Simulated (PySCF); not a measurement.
Compound: C4H3FN (doublet state).
Atom-mapped SMILES: `[F:1]/[CH:2]=[CH:3]/[C:4]1[CH:5]=[N:6]1` (hydrogens: H7 on C2; H8 on C3; H9 on C5)

Geometry (GFN2-xTB, Å), atoms numbered from 1 in this order:
```xyz
9
C4H3FN angstrom
F      2.796   -0.539    0.674
C      1.479   -0.715    0.515
C      0.667    0.349    0.252
C     -0.682    0.224    0.081
C     -1.977    0.548   -0.147
N     -1.809   -0.734    0.061
H      1.162   -1.739    0.616
H      1.104    1.336    0.171
H     -2.726    1.276   -0.356
```

The hyperfine couplings belong to this conformer and change with its torsions.

Theory: PySCF 2.14.0, UKS B3LYP, pcH-1 on C F H N, non-relativistic, mean-field spin-orbit, GIAO. Geometry: GFN2-xTB, one conformer, isolated molecule. The geometry wasn't refined by DFT: couplings that depend on bond lengths, twists or pyramidal angles can differ widely from those at the functional's own minimum. Stability of the SCF solution: not tested. ⟨S²⟩ is 0.793 where a pure state has 0.75.

Problem. Break the g tensor into its mass correction, gauge correction and orbital-Zeeman/spin–orbit terms.

Solution. 
```csv
Δg (ppm),1,2,3
relativistic mass correction,-218,-218,-218
gauge correction,-6,45,36
orbital Zeeman/spin–orbit,-47,1612,2969
total,-272,1439,2787
```

So g = 2.00205, 2.00376, 2.00511 and g_iso = 2.00364; the tensor is rhombic: the two nearest values differ by 44 % of g3 − g1. Axes: g1 is normal to the molecular plane, g2 points within 8° of the C4–N6 bond and g3 points within 11° of the C2–C3 bond.

Problem. What are the electron Larmor frequencies g μB B/h along the three axes at 350 mT?

Solution. 9.8074, 9.8158, 9.8224 GHz for g1, g2 and g3, a range of 15.0 MHz.

Problem. At 93.768 GHz, how far is the centre of the isotropic spectrum from where a free electron (g = 2.002319) resonates?

Solution. B = hν/(g μB) with μB/h = 13.99624 MHz/mT gives 3345.88 mT for the free electron and 3343.67 mT at g_iso, 2.20 mT lower.

Problem. How much does each term add to the isotropic shift?

Solution. The orbital-Zeeman/spin–orbit term 1511, the mass correction -218 and the gauge correction 25 ppm, for a total of 1318 ppm. The orbital-Zeeman/spin–orbit term is the largest in size. The mass correction is the same along every axis, so the anisotropy comes from the other two: their spans along these axes are 51 (gauge) and 3016 ppm (orbital Zeeman/spin–orbit).

Problem. In a frozen sample, at which fields do the three g values resonate at 9.5, 34, 94 and 263 GHz (hyperfine left aside), and which band first spreads them over more than twice a line width of 0.3 mT?

Solution. 
```json
{"band": "X", "GHz": "9.5", "B(g3) mT": "338.51", "B(g2) mT": "338.74", "B(g1) mT": "339.03", "spread mT": "0.52"}
{"band": "Q", "GHz": "34.0", "B(g3) mT": "1211.52", "B(g2) mT": "1212.33", "B(g1) mT": "1213.37", "spread mT": "1.85"}
{"band": "W", "GHz": "94.0", "B(g3) mT": "3349.49", "B(g2) mT": "3351.75", "B(g1) mT": "3354.61", "spread mT": "5.12"}
{"band": "J", "GHz": "263.0", "B(g3) mT": "9371.45", "B(g2) mT": "9377.76", "B(g1) mT": "9385.77", "spread mT": "14.32"}
```

The spread grows in proportion to the frequency. Q band is the first where it exceeds 0.6 mT.

The Mulliken spin populations are largest on C2 (+0.52), N6 (+0.42), C4 (+0.41) and C3 (-0.20). Three atoms exceed +0.15. The positive populations add up to 1.40 and the negative ones to -0.40, together 2S = 1. The angles at C2 add up to 360.0°, so it is planar.

The HOMO–LUMO gaps are 2.90 eV among the α and 6.06 eV among the β orbitals.

On Arm Neoverse V1, one thread, shared host with 64 logical CPUs at a one-minute load of 37, this took 23 s wall (grids of density and orbitals included) and 0.72 GiB of memory at its peak.

The SMILES draws the unpaired electron on C4; the largest computed Mulliken spin population is on C2 (0.52 against 0.41).
